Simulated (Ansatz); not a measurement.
What does this script print? It uses the Python package of Ansatz (0.2.0).

The script, `adiabatic_bh3s2.py`:
```python
"""How BH3S2 relaxes after losing an electron."""

import itertools

import ansatz as az
from ase.data import atomic_numbers, covalent_radii
import numpy as np

mol = (
    az.Crystal.molecule()
    .atom("S", (-1.3983, -0.3477, -0.8553))
    .atom("B", (0.2366, -0.3705, -0.0381))
    .atom("S", (0.8331, 1.1164, 0.9235))
    .atom("H", (-0.824, 0.2285, -2.0575))
    .atom("H", (0.9084, -1.3458, -0.1457))
    .atom("H", (0.2863, 0.655, 2.127))
)

calculation = (
    mol.calculation()
    .basis(gaussian="cc-pVDZ")
    .functional("cam_b3lyp")
)
symbols = [site.symbol for site in mol.cartesian_sites]
start = np.array([site.position_ang for site in mol.cartesian_sites], dtype=float)
report = calculation.relax(force_tolerance=0.01).run().report
end = np.array(report["positions_ang"])

minimum = az.Crystal.molecule()
for symbol, place in zip(symbols, end):
    minimum = minimum.atom(symbol, place.tolist())
ion = (
    minimum.calculation()
    .basis(gaussian="cc-pVDZ")
    .functional("cam_b3lyp")
    .charge(1)
    .spin("collinear", total=1)
)
vertical = ion.run().report
settled = ion.relax(force_tolerance=0.01, max_steps=80).run().report
print(f"vertical ionisation energy   {vertical['free_energy_ev'] - report['free_energy_ev']:.3f} eV")
print(f"adiabatic, no zero point     {settled['free_energy_ev'] - report['free_energy_ev']:.3f} eV")
print(f"relaxation energy of the ion {vertical['free_energy_ev'] - settled['free_energy_ev']:.3f} eV")
ionised = np.array(settled["positions_ang"])
# pairs closer than 1.2 times the sum of covalent radii, before or after
radius = [covalent_radii[atomic_numbers[s]] for s in symbols]
span = lambda where, i, j: np.linalg.norm(where[i] - where[j])
bonded = [(i, j) for i, j in itertools.combinations(range(len(symbols)), 2) if min(span(end, i, j), span(ionised, i, j)) < 1.2 * (radius[i] + radius[j])]
print("pair        before    after (A)")
for i, j in bonded:
    print(f"{symbols[i]}{i}-{symbols[j]}{j}".ljust(10), f"{span(end, i, j):8.4f} {span(ionised, i, j):8.4f}")
```

Output of `python adiabatic_bh3s2.py`:
```text
vertical ionisation energy   9.747 eV
adiabatic, no zero point     9.713 eV
relaxation energy of the ion 0.034 eV
pair        before    after (A)
S0-B1        1.7945   1.8149
S0-H3        1.3562   1.3644
B1-S2        1.7984   1.7932
B1-H4        1.1978   1.1883
S2-H5        1.3533   1.3637
```

The energies are electronic: no zero-point or thermal terms, and the basis set is short of its limit. The product may relax into another structure. Each relaxation finds its nearest minimum, which needn't be the lowest. The whole script took 58 s on 1 thread of Arm Neoverse V2, with other jobs on the host, peak memory 0.26 GiB.
